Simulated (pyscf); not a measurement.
HO–SiH₂–O–Si(OH)(OH)–OH (SMILES O[SiH2]O[Si](O)(O)O) + H₂ (SMILES [H][H]) -> HO–Si(OH)(OH)–OH (SMILES O[Si](O)(O)O) + HO–SiH₃ (SMILES O[SiH3]), a four-centre exchange (singlet surface; O–Si, H–H broken, H–O, H–Si formed). Structures and frequencies: ωB97X-D3(BJ)/def2-SVP in PySCF. Energies in kcal/mol from the separated reactants.

Small-basis levels: PySCF, no dispersion term, spherical d functions. AM1 to PM7: differences of heats of formation from MOPAC, which are fitted to 298 K values and so differ in kind from electronic energies by zero-point and thermal terms. GFN2-xTB: tblite. Cost: rough CPU time at the saddle relative to B3LYP/6-31G*, from one job on a shared machine.

```json
[
 {"level": "MP2/6-31G*", "barrier": "70.6", "reaction energy": "+34.7", "cost": "0.2"},
 {"level": "SVWN5/6-31G*", "barrier": "41.7", "reaction energy": "+32.3", "cost": "1"},
 {"level": "PBE/6-31G*", "barrier": "52.8", "reaction energy": "+28.3", "cost": "2"},
 {"level": "B3LYP/STO-3G", "barrier": "52.7", "reaction energy": "+27.4", "cost": "0.5"},
 {"level": "B3LYP/6-31G*", "barrier": "62.0", "reaction energy": "+28.8", "cost": "1"},
 {"level": "GFN2-xTB", "barrier": "51.7", "reaction energy": "+21.5", "cost": "under 0.02"},
 {"level": "PM7", "barrier": "102.6", "reaction energy": "+64.1", "cost": "under 0.02"},
 {"level": "ωB97M-D3(BJ)/def2-TZVP", "barrier": "57.5", "reaction energy": "+27.5", "cost": "–"}
]
```

Against the last row the barrier runs from -15.8 (SVWN5/6-31G*) to +45.1 kcal/mol (PM7). ωB97M-D3(BJ)/def2-TZVP has limits of its own. On the product side the descent ends in a complex (not fully relaxed), 5.9 kcal/mol under the separated species and 35.1 kcal/mol under the saddle at ωB97X-D3(BJ)/def2-TZVP. One saddle was located; it need not be the lowest between these sides.
